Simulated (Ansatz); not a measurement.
A run of Ansatz (development build ahead of 0.2.0) on singlet MgO at this shape:

```xyz
2

Mg    0.0000    0.0000   -0.7550
O     0.0000    0.0000    1.1325
```

Its results:

```yaml
Converged: yes
Total_energy: -274.36799 hartree
Spin_squared_of_the_determinant: 0.000
```

**Question.** Which input gives this output? Name the method, the orbitals and the basis set, and write the input.

**Answer.** RHF in cc-pVTZ. An unrestricted run that stays on the closed shell gives the same numbers.

```yaml
crystal:
  periodic: [false, false, false]
  atoms:
    - { symbol: Mg, position_ang: [0.0, 0.0, -0.75499] }
    - { symbol: O, position_ang: [0.0, 0.0, 1.13249] }
basis:
  gaussian: { orbitals: cc-pVTZ }
hamiltonian:
  xc: hf
```

Caution: in another basis set an unrestricted determinant lies well below.
